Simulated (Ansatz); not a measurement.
## Redistribution: C4H10 + C2H4F2O → C3H7F + C3H7FO

Species: C4H10 `CC(C)C`, singlet; C2H4F2O `FCOCF`, singlet; C3H7F (2-fluoropropane) `CC(C)F`, singlet; C3H7FO `CCOCF`, singlet. The partners trade CH3 for F; both sit on C, so the bond types are kept.

Shapes, held fixed at every level: PBE0-D4/def2-TZVP. Flexible molecules stand in one conformer, not always the lowest. Programs: Ansatz 0.2.0. The zero-point and thermal change to 298 K, harmonic and unscaled (PBE0-D4/def2-TZVP), is -1.2 kJ/mol.

```csv
level,kind,ΔH(298 K) (kJ/mol),less CCSD(T)/CBS estimate,CPU time (sum over the molecules)
PBE-D4/def2-TZVPP,GGA,-1.9,-1.1,21 s
r2SCAN-D4/def2-TZVPP,meta-GGA,-2.9,-2.1,34 s
B3LYP-D4/def2-TZVPP,global hybrid,-3.4,-2.6,33 s
BHLYP-D4/def2-TZVPP,global hybrid,-3.0,-2.2,21 s
wB97X-V/def2-TZVPP,range-separated hybrid,-1.9,-1.1,56 s
CCSD(T)/def2-SVP,coupled cluster or CI,+6.0,+6.8,39 s
CCSD/def2-SVP,coupled cluster or CI,+5.0,+5.8,–
CCSD(T)/CBS estimate,coupled cluster or CI,-0.8,0.0,19 min
```

The highest level, CCSD(T)/CBS estimate, gives ΔH(298 K) = -0.8 kJ/mol; the levels span -3.4 to +6.0. That is about zero within the method's error. They disagree on the sign: 2 of 8 are positive. The column of differences is taken from that level and isn't an error. No measured value is set beside it here. The CBS estimate extrapolates MP2 from def2-TZVPP and def2-QZVPP and adds CCSD(T) − MP2 in the triple-zeta set, cores frozen. Times are processor times on shared x86 and Arm servers, and rough.
